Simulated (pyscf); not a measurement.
This saddle point was located with ωB97X-D3(BJ)/def2-SVP in PySCF.

```
Ga
C 1 1.9704
H 2 1.1012 1 111.23
H 2 1.1015 3 107.97 1 -122.09
H 2 1.1016 3 107.81 4 -116.49
C 1 1.9704 2 132.98 3 -62.91
H 6 1.1012 1 111.22 2 63.05
H 6 1.1015 7 107.97 1 122.09
H 6 1.1016 7 107.81 8 116.49
H 1 1.6774 2 108.17 3 76.05
C 10 1.7170 1 85.17 2 105.19
H 11 1.0938 10 88.24 1 122.56
H 11 1.0938 12 114.76 10 -87.24
C 11 1.4056 12 120.37 13 -156.29
H 14 1.0930 11 119.22 12 -0.56
H 14 1.0930 15 117.27 11 -156.57
```

Surface: singlet, charge 0. Lowest wavenumbers (cm⁻¹): 776i, 114, 118, 125, 141.

Problem. What reaction is this the transition state of?

Solution. H₃C–GaH–CH₃ + H₂C=CH₂ <-> H₃C–CH₂–Ga(CH₃)–CH₃, an addition across a multiple bond or ene-type step read from left to right: Ga–H broken and C–Ga, C–H formed. At ωB97M-D3(BJ)/def2-TZVP it lies +37.0 kJ/mol from the left side and +161.2 kJ/mol from the right (each side as separated species at their lowest minima found). On the reactant side the descent ends in a bound adduct, 42.1 kJ/mol under the separated species and 67.3 kJ/mol under the saddle at ωB97X-D3(BJ)/def2-TZVP. At the saddle there is also a short C–Ga contact that neither side keeps. At ωB97X-D3(BJ) the barrier from the zero used here is 25.2 kJ/mol. This is the saddle that the search found; another between the same sides may lie lower. Elements up to Kr have no core potential and no relativistic terms here.
